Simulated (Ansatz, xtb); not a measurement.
# Relaxing a trial structure of AlH7PSi

The starting geometry of this gas-phase doublet has its atoms placed at random.

```xyz
10

Al   -0.1352   -2.2522    0.1553
P     0.5190    0.4903    1.2312
Si   -0.2964    0.4129   -1.4367
H    -1.9130   -1.6191   -0.2183
H    -1.0941   -0.5989   -0.5700
H    -1.4764   -0.2178   -2.0972
H     0.4776    1.2952   -1.7890
H     1.1111   -2.0650   -0.3525
H    -0.6511    0.8888    0.1959
H     1.6459    0.4771    0.5355
```

Q: One run relaxed it with r2SCAN-D4/def2-SVP. What is a likely outcome?

A: It ends as a structure given below by its coordinates. Distances that change by over a tenth: Al1–H8 (1.36 → 1.59 Å), P2–H9 (1.61 → 1.42 Å), Si3–H7 (1.23 → 1.49 Å). Contacts that open: Si3–H9 (1.74 → 3.25 Å). Contacts that close: Al1–P2 (3.02 → 2.41 Å), Al1–Si3 (3.11 → 2.56 Å), Al1–H4 (1.92 → 1.59 Å).

The energy falls by 7.67 eV over 34 steps:

```tsv
step	E − E(last) (eV)
1	7.674
5	2.017
8	0.746
12	0.560
16	0.439
19	0.396
23	0.110
27	0.004
30	0.000
34	0.000
```

Final geometry (Å):

```
atom    x (Å)    y (Å)    z (Å)
  Al  -0.2433  -1.6597   0.2290
   P   0.2921   0.4066   1.3404
  Si  -0.4281  -0.1015  -1.7915
   H  -1.6745  -2.1669   0.7029
   H  -0.7930  -1.0371  -2.9126
   H  -1.5094   0.9219  -1.6636
   H   0.8538   0.5789  -2.1475
   H   1.0555  -2.5740   0.1398
   H  -0.7193   1.3744   1.0920
   H   1.3536   1.0690   0.6654
```

From the same start GFN2-xTB reaches the same bonding as this run.

From so rough a start the end depends on the optimiser's path, so another program may land elsewhere. The end wasn't checked by frequencies. Open shells are spin-unrestricted. Run with Ansatz 0.2.0, 3.9 min on 2 threads of Intel(R) Xeon(R) Platinum 8259CL CPU @ 2.50GHz (Skylake/Cascade Lake), on a shared host.
